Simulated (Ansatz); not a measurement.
## How far each method lies from full CI for [H···H···S], triplet

Geometry: a point of a hydrogen-transfer path between rigid fragments, not a stationary point.

```xyz
3

H     0.0000    0.0000   -1.2237
H     0.0000    0.0000   -0.3007
S     0.0000    0.0000    1.5243
```

Basis 6-31G; Ansatz 0.2.0. Only valence electrons are correlated (noble-gas cores frozen), which leaves 8 electrons in 12 orbitals. R marks a restricted (for open shells ROHF) determinant, U an unrestricted one. Active spaces: pair = (4e, 4o) about the gap; valence = (8e, 6o) chosen from the atoms' valence shells.

Full CI is exact within this basis and frozen core; it isn't the basis-set limit. The frozen core follows each run's orbitals, which can shift R against U totals by a few meV.

For open shells CISD and CISDTQ are restricted-active-space CI with the open shells as a complete middle space.

```
UHF ⟨S²⟩                          : 2.030
T1 diagnostic (RCCSD)             : 0.0234
largest doubles amplitude (RCCSD) : 0.084
T1 diagnostic (UCCSD)             : 0.0126
```

```tsv
level	E − E(full CI) (kcal/mol)	share of correlation (%)	wall time
RHF	36.98	0.00	–
UHF	34.27	7.32	–
RMP2	10.81	70.78	–
UMP2	10.15	72.54	–
CISD	1.15	96.88	0.45 s
RCCSD	0.34	99.08	–
UCCSD	0.32	99.14	–
RCCSD(T)	0.08	99.78	0.48 s
UCCSD(T)	0.08	99.78	0.42 s
BCCD(T)	0.09	99.76	0.51 s
RCCSDT	0.01	99.98	–
UCCSDT	0.00	99.99	–
CISDTQ	0.02	99.96	0.81 s
RCCSDT(Q)	0.00	99.99	2.4 s
UCCSDT(Q)	0.00	100.00	2.1 s
RCCSDTQ	0.00	99.99	12 s
UCCSDTQ	0.00	100.00	11 s
CASSCF (pair space)	20.61	44.27	–
NEVPT2 (pair space)	5.23	85.87	0.3 s
MRCISD (pair space)	0.68	98.17	–
MRCISD+Q (pair space)	0.27	99.26	0.57 s
CASSCF (valence space)	19.83	46.37	–
NEVPT2 (valence space)	6.48	82.47	0.24 s
MRCISD (valence space)	0.62	98.33	–
MRCISD+Q (valence space)	0.25	99.32	0.54 s
```

The correlation energy at full CI, counted from RHF, is -1.604 eV. That run took 0.9 s on 1 thread of Arm Neoverse V1, shared host over 61,184 determinants.

Times hold each run's SCF and search for its determinant on a shared host, so for small cases they say little of a method's own cost; they ran on 1 thread of Arm Neoverse V1.

The full-CI state has the irrep B2 of C2v, in the program's axes (one component, if the state is degenerate).

Natural occupations of full CI about the gap: 1.989 1.987 1.955 0.999 0.997 0.041 0.012 0.007 0.005 0.004; effectively unpaired electrons, Σ n²(2−n)², 2.02.
